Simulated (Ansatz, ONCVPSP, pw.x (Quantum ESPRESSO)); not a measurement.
## From atom to crystal: ONCV potential for samarium (Sm)

```
Element                 : samarium
Generator               : ONCVPSP 4.0.1.1 (patched build)
Type                    : optimised norm-conserving Vanderbilt (ONCV)
Functional              : PBEsol
Relativity              : scalar-relativistic
Frozen core             : [Kr] 4d10
Valence charge          : 16
Reference configuration : 4f5.5 5s2 5p6 5d0.5 6s2
Partial waves           : 5s+6s: rc 2.20 bohr, ncon 5, nbas 9, qcut 6.3 1/bohr, 2 projectors; 5p: rc 2.14 bohr, ncon 5, nbas 9, qcut 8.3 1/bohr, 1 projector; 5d: rc 2.30 bohr, ncon 5, nbas 8, qcut 4.2 1/bohr, 1 projector; 4f: rc 1.48 bohr, ncon 4, nbas 8, qcut 10.9 1/bohr, 1 projector
Local potential         : polynomial inside 1.48 bohr (lpopt 5, dvloc0 0 Ha)
Core correction         : Teter function, fcfact 5.5, rcfact 1.45
```

Crystal test: diamond Sm in pw.x 7.5, no spin, 9³ k-points, Fermi–Dirac smearing 0.01 Ry, cutoffs 140/560 Ry. The reference is all-electron LAPW (Ansatz 0.2.0) with the same functional, mesh and smearing; V0 and B0 come from Birch–Murnaghan fits to the pressures at five volumes. Errors are pseudo minus all-electron; Δ is the rms difference of the E(V) curves that follow from these fits, minima aligned, over ±6 % about the mean V0. Mesh and smearing are coarse, so the numbers serve the comparison and aren't converged zero-temperature values; the lattice is a test structure that the element need not adopt. Spin polarisation and strong correlation are left out, which matters for this element.

```json
{"V (Å³/atom)": "19.041", "P all-electron (GPa)": "8.15", "P pseudo (GPa)": "6.83"}
{"V (Å³/atom)": "19.542", "P all-electron (GPa)": "3.74", "P pseudo (GPa)": "2.50"}
{"V (Å³/atom)": "20.043", "P all-electron (GPa)": "-0.01", "P pseudo (GPa)": "-1.13"}
{"V (Å³/atom)": "20.544", "P all-electron (GPa)": "-3.19", "P pseudo (GPa)": "-4.17"}
{"V (Å³/atom)": "21.045", "P all-electron (GPa)": "-5.86", "P pseudo (GPa)": "-6.71"}
```

All-electron: a0 = 5.433 Å (V0 = 20.04 Å³/atom), B0 = 137.8 GPa.

Pseudopotential: mean pressure error (GPa): -1.10; a0 (Å): 5.418; a0 error (%): -0.27; B0 error (%): +1.4; Δ (meV/atom): 4.9. Atomic configuration tests: tests left out (the all-electron energies of this program are off by 10 to 40 meV for near-neutral 4f atoms).

Q: At the middle volume, how do free energy and pressure move when the wave cutoff is lowered (ecutrho kept at four times it)?

A:

```csv
cutoff (Ry),shift of F (meV/atom),shift of P (GPa)
63,+50735.0,-1155.27
84,+6644.7,-378.67
112,+38.0,-6.21
```

The run at the middle volume (35 k-points, 11 iterations) took about 74 s on one core of a shared host (Intel(R) Xeon(R) 6975P-C, 192 threads, 378 GiB, load 76).
